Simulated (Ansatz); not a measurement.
## How far each method lies from UCCSDT(Q) for GeAsH3⁺ (H-bridged), doublet

Geometry: that of the GeAsH3 (H-bridged), singlet, kept fixed.

```yaml
atoms:
  - { symbol: Ge, position_ang: [-0.0184, 0.0000, 1.1160] }
  - { symbol: As, position_ang: [-0.0047, 0.0000, -1.1350] }
  - { symbol: H, position_ang: [1.3379, 0.0000, -0.1370] }
  - { symbol: H, position_ang: [0.1701, 1.2375, 2.0381] }
  - { symbol: H, position_ang: [0.1701, -1.2375, 2.0381] }
```

Basis cc-pVTZ; Ansatz 0.2.0. Correlated methods freeze the noble-gas cores and the filled d shells of p-block atoms, which leaves 11 electrons in 100 orbitals. R marks a restricted (for open shells ROHF) determinant, U an unrestricted one. Active spaces: valence = (11e, 11o) chosen from the atoms' valence shells. No spin–orbit coupling is included, and no scalar relativity.

Full CI isn't at hand for all of this; UCCSDT(Q) serves as the reference, and is uncertain by about the last step of the cluster series. The frozen core follows each run's orbitals, which can shift R against U totals by a few meV for light atoms and by up to 0.1 eV past Ca.

The UHF ⟨S²⟩ is 0.770 and the T1 diagnostic (RCCSD) is 0.0196. The largest doubles amplitude (RCCSD) is 0.044. The T1 diagnostic (UCCSD) is 0.0170.

| level | E − E(UCCSDT(Q)) (kJ/mol) | share of correlation (%) | wall time |
| --- | --- | --- | --- |
| UHF | 681.0 | 1.79 | – |
| UMP2 | 126.9 | 81.70 | – |
| UCCSD | 31.4 | 95.47 | – |
| UCCSD(T) | 5.1 | 99.26 | 4.5 s (H100) |
| UCCSDT | 1.4 | 99.80 | – |

The correlation energy at UCCSDT(Q), counted from RHF, is -7.186 eV. That run took 23 s on 2 threads of AMD EPYC 7R13 with a shared H100 80 GB, shared host.

Run but not shown, since their state or frozen core can't be matched to the reference's or they repeat it: RHF, RMP2, RCCSD, RCCSD(T), BCCD(T), RCCSDT, RCCSDT(Q), CASSCF (valence space), NEVPT2 (valence space).

Times hold each run's SCF and search for its determinant on a shared host, so for small cases they say little of a method's own cost.

Natural occupations of CASSCF (valence space) about the gap: 1.978 1.966 1.957 1.947 1.001 0.052 0.039 0.026 0.026 0.019; effectively unpaired electrons, Σ n²(2−n)², 1.05.
